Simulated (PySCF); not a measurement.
**LiAl: from constants to spectrum**

RHF-CCSD(T) constants of LiAl, ¹Σ⁺ (singlet), closed shell (basis Li 6-311G(d,p), Al 6-311G(d,p); no relativity; PySCF 2.14; masses 7.0160 and 26.9815 u):

```
ωe              : 314.0 cm⁻¹
ωexe            : 2.61 cm⁻¹
Be              : 0.37389 cm⁻¹
αe              : 0.00432 cm⁻¹
D (centrifugal) : 2.12e-06 cm⁻¹
De to Li + Al   : 0.94 eV
```

Estimate the standard entropy (1 bar) and heat capacity of the ideal gas at 1500 K, rigid rotor with B0 and harmonic oscillator at the fundamental.

Translation (Sackur–Tetrode, M = 34.00 u): 186.4 J/(mol K). Rotation: q = kT/(σB0) = 2800 with σ = 1, 74.3. Vibration: x = hcν0/kT = 0.296, 18.46. S° = 279.2 J/(mol K); Cp = 7R/2 + 8.25 = 37.4 J/(mol K).

Correlated steps freeze 5 core orbitals. Where the molecule has an RHF reference, its open-shell atoms are computed with UHF. The CCSD T1 diagnostic is raised, a sign that a single reference may not be enough here.
